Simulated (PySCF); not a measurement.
Gas-phase reaction: 2 SiF(OH)3 → SiF2(OH)2 + H2 + 2 O2 + SiH2

Energies from PySCF, thermal terms from the rigid-rotor harmonic-oscillator model, ideal gas at 1 bar. † marks an energy on the PBE0/def2-TZVP geometry and frequencies; other levels use their own. MP2 and CCSD(T) freeze the core. 6-31G* has spherical d functions here. Open shells (unrestricted): O2 (multiplicity 3); the rest are closed-shell singlets. B3LYP is the form with VWN-RPA correlation. No R ln 2 is added for the mirror-image form of SiF(OH)3, SiF2(OH)2. SiF(OH)3, SiF2(OH)2: computed as isolated molecules; such fragments, hydroxides, amides, oligomers or adducts are transient or little studied in the gas. MP2 isn't extrapolated to the basis-set limit; its ΔH°(298 K) is 1488.6 kJ in def2-SVP and 1650.3 kJ in def2-TZVPP. CCSD(T) isn't extrapolated to the basis-set limit; its ΔH°(298 K) is 1416.0 kJ in def2-SVP and 1569.5 kJ in def2-TZVPP. The harmonic model lacks anharmonicity and excited electronic states, which grow with temperature; levels with a mode under 35 cm⁻¹ are left out. Internal rotation in SiF(OH)3, SiF2(OH)2 is treated as a harmonic vibration of one conformer, which makes the entropy rough. Warning, point group unlike the PBE0 one: SiF(OH)3 (B3LYP/6-31G*).

| level | ΔE electronic, kJ | ΔH°(298 K), kJ | ΔS°(298 K), J/K | ΔG°(2000 K), kJ |
|---|---|---|---|---|
| B3LYP/6-31G* | 1416 | 1359 | 386 | 617 |
| BLYP/def2-TZVP† | 1464 | 1404 | 418 | 599 |
| CCSD(T)/def2-SVP† | 1476 | 1416 | 418 | 610 |
| CCSD(T)/def2-TZVPP† | 1629 | 1570 | 418 | 764 |
| HF/6-31G* | 1390 | 1330 | 409 | 542 |
| MP2/def2-TZVPP† | 1710 | 1650 | 418 | 845 |
| PBE/def2-TZVP† | 1507 | 1447 | 418 | 641 |
| PBE0/def2-QZVP† | 1596 | 1537 | 418 | 731 |
| PBE0/def2-TZVP | 1570 | 1511 | 418 | 705 |
| LDA/def2-TZVP† | 1702 | 1642 | 418 | 836 |
| ωB97M-V/def2-TZVP† | 1618 | 1558 | 418 | 752 |
ΔH° is lowest at HF/6-31G* and highest at MP2/def2-TZVPP†. No reference value is set beside these.
